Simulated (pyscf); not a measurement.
Structures and frequencies: ωB97X-D3(BJ)/def2-SVP in PySCF.

Task: For the elementary gas-phase step `[ZnH2]` + `[FH]` → `[F][ZnH]` + `[H][H]` (singlet surface; H–Zn, F–H broken, F–Zn, H–H formed), what barrier and reaction energy does ωB97M-D3(BJ)/def2-TZVP give, measured from the separated reactants?

Result: ΔE‡ = 7.9 kcal/mol, ΔE = -16.1 kcal/mol. Zero-point energy shifts the barrier by -0.1 kcal/mol. It is a four-centre exchange, with an imaginary mode of 980i cm⁻¹. On the reactant side the descent ends in a complex, 4.4 kcal/mol under the separated species and 11.3 kcal/mol under the saddle at ωB97X-D3(BJ)/def2-TZVP. At the saddle there is also a short H–Zn contact that neither side keeps. This is the saddle that the search found; another between the same sides may lie lower. Elements up to Kr have no core potential and no relativistic terms here.
